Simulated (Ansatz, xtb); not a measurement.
## Ranking isomers of CHBF−

4 gas-phase structures of CHBF−, found in a search over its isomers (lower ones may exist). Each was relaxed with GFN2-xTB:

A. `[C]=[BH-]F`, a singlet
B. `C#[B-]F`, a singlet
C. the triplet with the links of `[C]=[BH-]F`
D. `[BH-]#CF`, a singlet

**Question.** Make a reasoned guess at their ranking by r2SCAN-D4/def2-SVPD single-point energy.

**Answer.** Calculated order at r2SCAN-D4/def2-SVPD: B (0.0), C (41.1), A (44.4), D (45.6) kcal/mol.

Energies above the lowest of each column, in kcal/mol; the last columns are at PBE0-D4/def2-TZVPD geometries and were run for some of them only (a dash: not run or not comparable):

```
structure  GFN2-xTB  HF/STO-3G  r2SCAN-D4/def2-SVPD  PBE0-D4/def2-TZVPD  CCSD(T)/def2-TZVPPD
        B       0.0        0.0                  0.0                 0.0                  0.0
        C         –       22.9                 41.1                44.5                 46.3
        A      44.3       30.1                 44.4        relaxes to B                    –
        D      21.5       19.7                 45.6                   –                    –
```

Every level run on B puts it lowest or level with the lowest. Frequencies (PBE0-D4/def2-TZVPD) were run for B, C alone. GFN2-xTB has no spin polarisation and isn't compared across spin states. Open shells are spin-unrestricted.

Programs: Ansatz 0.2.0, xtb 6.7.1.
